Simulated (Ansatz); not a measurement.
Geometry optimisation, RKS PBE0/STO-3G in Ansatz 0.2.0.

The input (input.yaml):

```yaml
crystal:
  periodic: [false, false, false]
  atoms:
    - { symbol: "N", position_ang: [0.3777, -0.7099, 0.9469] }
    - { symbol: C, position_ang: [0.631, -0.4955, -0.4693] }
    - { symbol: F, position_ang: [1.4675, 0.5492, -0.5566] }
    - { symbol: S, position_ang: [-0.7691, -0.1391, -1.4615] }
    - { symbol: S, position_ang: [-1.6041, 1.5594, -0.631] }
    - { symbol: H, position_ang: [1.2253, -0.7035, 1.413] }
    - { symbol: H, position_ang: [-0.0404, 0.2268, 1.2354] }
    - { symbol: H, position_ang: [1.1741, -1.3633, -0.8707] }
    - { symbol: H, position_ang: [-2.3735, 1.0296, 0.3768] }
basis:
  gaussian: { orbitals: STO-3G }
hamiltonian:
  xc: pbe0
relax:
  f_tol: 0.02
  max_steps: 50
```

Command:

```bash
$ ansatz run input.yaml --threads 1 --pin off --max-ram 2048MiB --backend cpu --events-out ev --progress --plain --runs-dir out
```

Where does it end, and by what steps?

The run converged. Limits of this set-up: minimal basis. After 12 steps the energy has fallen by 0.828 eV; F3 moved furthest, 0.36 Å.

| step | energy less start (eV) | largest force component (eV/Å) | accepted |
| --- | --- | --- | --- |
| 0 | 0.0000 | 6.052 | yes |
| 1 | -0.7043 | 0.989 | yes |
| 2 | -0.7748 | 0.485 | yes |
| 3 | -0.7923 | 0.348 | yes |
| 4 | -0.8106 | 0.146 | yes |
| 5 | -0.7554 | 0.743 | no |
| 6 | -0.8213 | 0.106 | yes |
| 7 | -0.8247 | 0.106 | yes |
| 8 | -0.8267 | 0.150 | yes |
| 9 | -0.8266 | 0.085 | no |
| 10 | -0.8233 | 0.255 | no |
| 11 | -0.8279 | 0.021 | yes |
| 12 | -0.8280 | 0.009 | yes |

```xyz
9
Properties=species:S:1:pos:R:3
N 0.303 -0.594 0.937
C 0.707 -0.473 -0.504
F 1.785 0.411 -0.671
S -0.758 0.022 -1.522
S -1.529 1.523 -0.286
H 1.211 -0.562 1.475
H -0.142 0.351 1.138
H 1.009 -1.484 -0.873
H -2.497 0.759 0.290
```

The run took 35 s on 1 thread of Arm Neoverse V1, with other jobs on the host, peak memory 0.14 GiB.
